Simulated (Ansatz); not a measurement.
**hcp Re**

Method: r²SCAN (Ansatz, a quantum-chemistry and plane-wave program, plane waves, PAW).

Settings: plane-wave cutoff 500 eV, 12×12×1 k mesh (along the axes of the cell as run), Fermi–Dirac smearing 0.1 eV, scalar-relativistic PAW data made under PBE.

Cell: relaxed at this level.

| Quantity | Value |
|---|---|
| surface energy of the (11-20) face | 3.29 J/m² |
| work function of the (11-20) face | 4.54 eV |

The slab of 20 atoms is relaxed and unreconstructed.

Spin–orbit coupling is not included.

Computed values are for the static lattice.

It cost very roughly 2.3 core-hours of CPU time.
